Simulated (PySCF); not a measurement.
Na₂.
Z-matrix (Å and degrees, B3LYP/def2-TZVP geometry), rows numbered from 1:
```
Na
Na  1  3.0530
```

Theory: B3LYP/def2-TZVP geometry optimisation, gas phase (PySCF 2.14.0).

Take the most abundant isotopes and a rigid rotor. 

Task: What are the moment of inertia and the rotational constant?

Result: I = 107.145 u·Å², B = 505379 MHz·u·Å²/I = 4717 MHz (0.1573 cm⁻¹, or 0.226 K as hB/k). For two atoms I = μr² with μ = 11.4949 u and r = 3.0530 Å.

Task: List the first levels of a rigid rotor in a Σ state.

Result: E(J) = BJ(J+1): J = 1: 0.315, J = 2: 0.944, J = 3: 1.888, J = 4: 3.147, J = 5: 4.720, J = 6: 6.608 cm⁻¹.

Task: Has it a pure rotational spectrum?

Result: Not by electric dipole: D∞h allows no dipole (computed 0.00 D). Rotational Raman lines (ΔJ = 2) lie at B(4J + 6), spaced by 4B = 0.629 cm⁻¹, with nuclear-spin weights that differ between even and odd J.

Task: Estimate the classical rotational partition function at 100 K, 200 K and 298.15 K.

Result: Point group D∞h, symmetry number σ = 2; q = kT/(σhB), k/h = 20836.6 MHz/K: 221 at 100 K, 442 at 200 K, 659 at 298.15 K.

No B3LYP/def2-TZVP frequencies stand behind this structure, so it isn't proved a minimum. Zero-point vibration and centrifugal distortion are left out.
